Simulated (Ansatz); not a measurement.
A geometry relaxed with PBE0-D3(BJ)/def2-SVP (Ansatz, a first-principles code), charge 0, multiplicity 1:

```xyz
6

N      2.1227    -0.0171     0.0216
C      0.9660    -0.0078     0.0098
H     -0.8654    -0.6996    -0.7602
H     -0.8798    -0.2903     0.9787
C     -0.4867     0.0039    -0.0050
H     -0.8569     1.0109    -0.2451
```

Question: Write the SMILES of this molecule.

Answer: `CC#N`
